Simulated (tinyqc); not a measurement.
Worked calculation: Pariser-Parr-Pople SCF with singles CI, for the molecule O=CC1=CC=C1 (SMILES; centres numbered as the heavy atoms are written). One step of it, computed by the program tinyqc.

Question. Iteration 2: Fock matrix. F_rr = H_rr + P_rr gamma_rr / 2 + sum_(s != r) P_ss gamma_rs; F_rs = H_rs - P_rs gamma_rs / 2; E = tr P (H + F) / 2 + core repulsion sum_(r<s) z_r z_s gamma_rs.

P after iteration 1, order 1O, 2C, 3C, 4C, 5C, 6C:
```
[[1.254452, 0.846878, 0.107961, -0.404888, -0.160351, 0.129421],
 [0.846878, 0.785675, 0.421619, 0.203478, -0.093980, -0.094153],
 [0.107961, 0.421619, 0.708397, 0.789429, 0.299400, 0.112739],
 [-0.404888, 0.203478, 0.789429, 1.210291, 0.188004, -0.303143],
 [-0.160351, -0.093980, 0.299400, 0.188004, 0.664757, 0.853277],
 [0.129421, -0.094153, 0.112739, -0.303143, 0.853277, 1.376429]]
```

core matrix H (eV), order 1O, 2C, 3C, 4C, 5C, 6C:
```
[[-41.355464, -2.450000, 0.000000, 0.000000, 0.000000, 0.000000],
 [-2.450000, -41.424553, -2.390000, 0.000000, 0.000000, 0.000000],
 [0.000000, -2.390000, -46.142427, -2.390000, 0.000000, -2.390000],
 [0.000000, 0.000000, -2.390000, -41.886337, -2.390000, 0.000000],
 [0.000000, 0.000000, 0.000000, -2.390000, -40.528523, -2.390000],
 [0.000000, 0.000000, -2.390000, 0.000000, -2.390000, -42.601045]]
```

repulsion gamma_rs (eV), order 1O, 2C, 3C, 4C, 5C, 6C:
```
[[12.950000, 7.806377, 5.321423, 3.618182, 3.256024, 4.333458],
 [7.806377, 11.030000, 7.523237, 4.970388, 3.974731, 4.969820],
 [5.321423, 7.523237, 11.030000, 7.522777, 6.072214, 7.522777],
 [3.618182, 4.970388, 7.522777, 11.030000, 7.522777, 6.072214],
 [3.256024, 3.974731, 6.072214, 7.522777, 11.030000, 7.522777],
 [4.333458, 4.969820, 7.522777, 6.072214, 7.522777, 11.030000]]
```

Centres (angstrom, eV; a flat drawing with bonds scaled to 1.40 angstrom):
```
centre          x          y  core charge z          W   gamma_rr
1O      -2.365000   0.406000              1  17.020000  12.950000
2C      -1.372000  -0.581000              1  12.180000  11.030000
3C      -0.021000  -0.215000              1  12.180000  11.030000
4C       1.193000  -0.912000              1  12.180000  11.030000
5C       1.890000   0.302000              1  12.180000  11.030000
6C       0.676000   0.999000              1  12.180000  11.030000
```

Give: F; pi energy.

Answer.

F (eV), order 1O, 2C, 3C, 4C, 5C, 6C:
```
[[-10.8217, -5.7555, -0.2873, 0.7325, 0.2611, -0.2804],
 [-5.7555, -6.4709, -3.9760, -0.5057, 0.1868, 0.2340],
 [-0.2873, -3.9760, -6.1535, -5.3594, -0.9090, -2.8141],
 [0.7325, -0.5057, -5.3594, -8.0797, -3.0972, 0.9204],
 [0.2611, 0.1868, -0.9090, -3.0972, -5.8942, -5.5995],
 [-0.2804, 0.2340, -2.8141, 0.9204, -5.5995, -7.9902]]
```

pi energy = -87.8258 eV
